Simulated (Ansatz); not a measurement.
Geometry optimisation, RKS CAM-B3LYP/6-31G* in Ansatz 0.2.0.

Input file:

```yaml
crystal:
  periodic: [false, false, false]
  atoms:
    - { symbol: Si, position_ang: [-0.113901, 0.195808, 0.152457] }
    - { symbol: "N", position_ang: [-0.100894, 0.261794, 1.930058] }
    - { symbol: H, position_ang: [-0.851743, -0.146497, 2.472538] }
    - { symbol: H, position_ang: [0.7725, 0.270585, 2.437906] }
    - { symbol: H, position_ang: [1.28867, 0.269844, -0.311157] }
    - { symbol: H, position_ang: [-0.857871, 1.339453, -0.435269] }
    - { symbol: H, position_ang: [-0.755531, -1.048564, -0.3433] }
    - { symbol: H, position_ang: [1.252101, -1.993422, 0.850263] }
    - { symbol: H, position_ang: [1.015869, -1.651202, 1.426006] }
basis:
  gaussian: { orbitals: "6-31G*" }
hamiltonian:
  xc: cam_b3lyp
relax:
  f_tol: 0.03
  max_steps: 50
```

Run as:

```bash
$ ansatz run input.yaml --threads 1 --pin off --max-ram 2048MiB --backend cpu --events-out ev --progress --plain --runs-dir out
```

Where does it end, and by what steps?

The run converged. The force dipped under the threshold on the way, but the program's further checks kept it going. After 21 steps the energy has fallen by 0.319 eV; H8 moved furthest, 1.63 Å.

| step | energy less start (eV) | largest force component (eV/Å) | accepted |
| --- | --- | --- | --- |
| 0 | 0.0000 | 1.185 | yes |
| 1 | -0.1556 | 0.643 | yes |
| 2 | -0.2167 | 0.346 | yes |
| 3 | -0.2486 | 0.196 | yes |
| 4 | -0.2568 | 0.311 | yes |
| 5 | -0.2702 | 0.142 | yes |
| 6 | -0.2822 | 0.335 | yes |
| 7 | -0.2861 | 0.680 | yes |
| 8 | -0.3072 | 0.056 | yes |
| 9 | -0.2833 | 0.844 | no |
| 10 | -0.3124 | 0.068 | yes |
| 11 | -0.3136 | 0.131 | yes |
| 12 | -0.3149 | 0.084 | yes |
| 13 | -0.3162 | 0.074 | yes |
| 14 | -0.3162 | 0.257 | yes |
| 15 | -0.3178 | 0.071 | yes |
| 16 | -0.3172 | 0.116 | no |
| 17 | -0.3181 | 0.030 | yes |
| 18 | -0.3184 | 0.019 | yes |
| 19 | -0.3187 | 0.052 | yes |
| 20 | -0.3188 | 0.033 | yes |
| 21 | -0.3188 | 0.006 | yes |

```xyz
9
Properties=species:S:1:pos:R:3
Si -0.322 0.602 -0.013
N 0.057 -0.066 1.539
H -0.684 -0.468 2.099
H 0.728 0.406 2.130
H 0.956 0.889 -0.709
H -1.117 1.865 -0.012
H -1.108 -0.407 -0.765
H 1.746 -2.975 2.060
H 1.394 -2.349 1.852
```

Whether the end is a true minimum wasn't checked by a vibrational analysis.

Time of the run: 39 s on 1 thread of Arm Neoverse V1, on a shared host, peak memory 0.11 GiB.
